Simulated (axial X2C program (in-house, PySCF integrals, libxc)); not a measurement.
## Worked dissociation energy of MgO⁻: MP2, spin-free

All values were computed with an axial X2C code built on PySCF integrals. Spin-free means the one-electron spin-free X2C Hamiltonian. Basis: Mg dyall-av3z [10s9p6d4f], O dyall-av3z [7s6p3d2f] (cores contracted in-house); Gaussian nuclei, density fitting, unrestricted open shells. Masses: Mg 23.985 u, O 15.995 u.

Molecular state: M_S = 1/2, Λ = 0 (beyond evenly filled blocks: σα).

Correlated methods: 9 electrons correlated (number of frozen shells: Mg 2 s, 1 p; O 1 s), 273 virtual spin orbitals or spinors in MP2.

```
E(Mg) (2M_S = 0, M_L = 0) : -199.945792 hartree
E(O-) (2M_S = 1, M_L = 0) : -75.073674 hartree
E(MgO⁻) at Re             : -275.094246 hartree
ωe                        : 543.9 cm⁻¹
ωexe                      : 5.86 cm⁻¹
```

**Question.** Work out De and D0.

**Answer.** De = -199.945792 + (-75.073674) − (-275.094246) = 0.07478 hartree = 2.035 eV. The zero-point energy is ωe/2 − ωexe/4 = 270 cm⁻¹ = 0.034 eV, so D0 = 2.001 eV.

The state is a single determinant with fixed occupations, the lowest that a limited PBE0 search found. De is counted from the lowest determinant-based energies of the atoms at the same level, without counterpoise correction.

The levels of this run spread widely (ωe from 544 to 718 cm⁻¹), so these constants depend on the method.

Each atomic determinant is the lowest at this level and need not be a pure term. Totals compare only within one Hamiltonian and basis.
